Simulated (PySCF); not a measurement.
**C3H6O2 (ethyl formate) at 6 levels**

Aim: a comparison of 6 runs (BHLYP/6-31G*, SVWN5/6-31G*, revPBE/6-31G*, wB97M-V/6-31G*, SCS-MP2/6-31G*, CCSD(T)/6-31G*) of C3H6O2 (ethyl formate). 

The calculation is run with PySCF 2.14.0.

2 further runs of the same task are left out: 2 set aside as unsound or not needed.

### Step 1. The system as given

C3H6O2 has 11 atoms, charge 0, and is taken as a singlet. SMILES: `CCOC=O`. Geometry: relaxed at PBE0-D4/def2-TZVP. This is one conformer, not always the lowest.

Bond lengths: C1–C2 1.508 Å, C2–O3 1.438 Å, O3–C4 1.329 Å, C4–O5 1.197 Å, C1–H6 1.092 Å, C1–H7 1.091 Å, C1–H8 1.092 Å, C2–H9 1.091 Å, C2–H10 1.090 Å, C4–H11 1.100 Å. Some angles: C1–C2–O3 111.3°, C2–O3–C4 116.4°, O3–C4–O5 126.3°, C1–C2–H9 111.3°, C1–C2–H10 111.5°, O3–C2–H9 108.7°, O3–C2–H10 104.4°, C2–C1–H6 109.6°, C2–C1–H7 110.8°, C2–C1–H8 110.9°.

### Step 2. The energy at BHLYP/6-31G(d) (spherical functions) (run 1)

File mol.xyz:

```xyz
11
C3H6O2
C     -0.299500    -0.524900     1.232400
C      0.160800     0.664100     0.426200
O     -0.490700     0.711500    -0.855000
C      0.057300    -0.014800    -1.824100
O      1.038300    -0.694200    -1.733000
H      0.156600    -0.494600     2.224600
H     -0.004700    -1.457900     0.750600
H     -1.384300    -0.515300     1.354300
H      1.240500     0.642300     0.270000
H     -0.114700     1.603600     0.905800
H     -0.534200     0.107100    -2.743600
```

File job.py:

```python
# CCOC=O
from pyscf import gto, dft

system = gto.M(
    atom='mol.xyz',
    verbose=3,
    basis='6-31g*',
    spin=0,
    charge=0,
    max_memory=1860,
)

ks = dft.RKS(system)
ks.xc = 'bhandhlyp'
ks.conv_tol = 1e-10
ks.grids.level = 5
ks.kernel()
if not ks.converged:
    ks = ks.newton().run(ks.mo_coeff, ks.mo_occ)

e_tot = ks.e_tot
print('E(%s) = %.9f' % ('BHLYP', e_tot))
```

Started as:

```console
OMP_NUM_THREADS=1 python job.py
```

Output:

```text
converged SCF energy = -268.224804415587
E(BHLYP) = -268.224804416
```

It took 21 s on 1 thread of Intel Xeon at 2.70GHz, shared host; peak memory 0.42 GiB.

### Step 3. A single-point energy at SVWN5/6-31G(d) (spherical functions) (run 2)

File start.xyz:

```xyz
11

C     -0.299500    -0.524900     1.232400
C      0.160800     0.664100     0.426200
O     -0.490700     0.711500    -0.855000
C      0.057300    -0.014800    -1.824100
O      1.038300    -0.694200    -1.733000
H      0.156600    -0.494600     2.224600
H     -0.004700    -1.457900     0.750600
H     -1.384300    -0.515300     1.354300
H      1.240500     0.642300     0.270000
H     -0.114700     1.603600     0.905800
H     -0.534200     0.107100    -2.743600
```

File run.py:

```python
from pyscf import gto, dft

mol = gto.M(
    atom='start.xyz',
    max_memory=1860,
    verbose=4,
    basis='6-31g*',
)

ks = dft.RKS(mol, xc='svwn')
ks.grids.level = 5
ks.conv_tol = 1e-10
ks.kernel()
if not ks.converged:
    ks = ks.newton().run(ks.mo_coeff, ks.mo_occ)

e_tot = ks.e_tot
print('E = %.10f Eh' % e_tot)
```

Started as:

```console
OMP_NUM_THREADS=1 python run.py
```

Output:

```text
PySCF version 2.14.0

[... 87 lines left out ...]
converged SCF energy = -266.195661231219
E = -266.1956612312 Eh
```

It took 17 s on 1 thread of Intel Xeon at 2.70GHz, shared host; peak memory 0.28 GiB.

Runs 3 to 4 aren't shown in full; the table further down has their settings and results.

### Step 4. A single-point energy at SCS-MP2/6-31G(d) (spherical functions) (run 5)

File calc.py:

```python
# CCOC=O
from pyscf import gto, scf, mp

mol = gto.Mole()
mol.atom = '''
C     -0.565973    -0.991917     2.328898
C      0.303868     1.254967     0.805401
O     -0.927289     1.344540    -1.615716
C      0.108281    -0.027968    -3.447049
O      1.962103    -1.311848    -3.274895
H      0.295931    -0.934659     4.203885
H     -0.008882    -2.755032     1.418428
H     -2.615948    -0.973776     2.559256
H      2.344205     1.213771     0.510226
H     -0.216752     3.030365     1.711714
H     -1.009492     0.202390    -5.184653
'''
mol.unit = 'bohr'
mol.max_memory = 1860
mol.charge = 0
mol.verbose = 3
mol.basis = '6-31g*'
mol.build()

mf = scf.RHF(mol)
mf.conv_tol = 1e-10
mf.kernel()
if not mf.converged:
    mf = mf.newton().run(mf.mo_coeff, mf.mo_occ)

pt = mp.MP2(mf, frozen=5).run()
e_final = mf.e_tot + 1.2 * pt.e_corr_os + pt.e_corr_ss / 3
print('Final energy', e_final)
```

Started as:

```console
OMP_NUM_THREADS=1 python calc.py
```

Output:

```text
converged SCF energy = -266.825852796147
E(RMP2) = -267.556184484346  E_corr = -0.730331688199322
E(SCS-RMP2) = -267.537973194951  E_corr = -0.712120398804004
Final energy -267.53797319495095
```

It took 4.8 s on 1 thread of Intel Xeon at 2.70GHz, shared host; peak memory 0.19 GiB.

### Step 5. The energy at CCSD(T)/6-31G(d) (spherical functions) (run 6)

File job.py:

```python
from pyscf import gto, cc

mol = gto.M(
    atom='''
C   -0.299500  -0.524900   1.232400
C    0.160800   0.664100   0.426200
O   -0.490700   0.711500  -0.855000
C    0.057300  -0.014800  -1.824100
O    1.038300  -0.694200  -1.733000
H    0.156600  -0.494600   2.224600
H   -0.004700  -1.457900   0.750600
H   -1.384300  -0.515300   1.354300
H    1.240500   0.642300   0.270000
H   -0.114700   1.603600   0.905800
H   -0.534200   0.107100  -2.743600
''',
    verbose=3,
    max_memory=1860,
    basis='6-31g*',
    spin=0,
    charge=0,
)

mf = mol.RHF()
mf.conv_tol = 1e-10
mf.kernel()
if not mf.converged:
    mf = mf.newton().run(mf.mo_coeff, mf.mo_occ)

mycc = cc.CCSD(mf, frozen=5)
mycc.kernel()
e_t = mycc.ccsd_t()
energy = mycc.e_tot + e_t
print('E(%s) = %.9f' % ('CCSD(T)', energy))
```

Started as:

```console
OMP_NUM_THREADS=1 python job.py
```

Output:

```text
converged SCF energy = -266.825852825829
E(CCSD) = -267.5918525151067  E_corr = -0.7659996892781178
CCSD(T) correction = -0.0228100684566796
E(CCSD(T)) = -267.614662584
```

It took 25 s on 1 thread of Intel Xeon at 2.70GHz, shared host; peak memory 0.44 GiB.

### Step 6. The series

| run | level | nlc grid | integration grid | energy (Eh) | dipole moment (D) of the reference | HOMO energy (eV) | LUMO energy (eV) | wall time |
| --- | --- | --- | --- | --- | --- | --- | --- | --- |
| 1 | BHLYP/6-31G* (spherical functions) | – | 5 | -268.224804 | 1.90 | -9.63 | 1.89 | 21 s |
| 2 | SVWN5/6-31G* (spherical functions) | – | 5 | -266.195661 | 1.89 | -6.34 | -0.80 | 17 s |
| 3 | revPBE/6-31G* (spherical functions) | – | 5 | -268.292996 | 1.86 | -6.11 | -0.45 | 28 s |
| 4 | wB97M-V/6-31G* (spherical functions) | 1 | 5 | -268.269532 | 1.85 | -10.37 | 3.04 | 2.8 min |
| 5 | SCS-MP2/6-31G* (spherical functions) | – | – | -267.537973 | 1.96 | -12.34 | 5.11 | 4.8 s |
| 6 | CCSD(T)/6-31G* (spherical functions) | – | – | -267.614663 | 1.96 | -12.34 | 5.11 | 25 s |

### Step 7. Summary of results

| quantity | value |
| --- | --- |
| run 6: total energy | -267.61466 Eh |
| run 6: dipole moment (Hartree–Fock density) | 1.96 D |
| run 6: HOMO energy (Hartree–Fock orbitals) | -12.34 eV |
| run 6: LUMO energy (Hartree–Fock orbitals) | 5.11 eV |
| run 6: HOMO–LUMO gap (Hartree–Fock orbitals) | 17.46 eV |
| run 6: correlation energy (5 core orbitals frozen) | -788.8 mEh |
| run 6: (T) correction | -22.81 mEh |
| run 6: T1 diagnostic | 0.015 |

**Reading.** Over runs 1, 2, 3, 4 the dipole moment (its size) runs from 1.85 D (wB97M-V/6-31G*) to 1.90 D (BHLYP/6-31G*). Over runs 1, 2, 3, 4 the HOMO–LUMO gap runs from 5.54 eV (SVWN5/6-31G*) to 13.42 eV (wB97M-V/6-31G*). Totals of different functionals can't be ranked against each other. All runs together took 4.4 min, the longest 2.8 min.
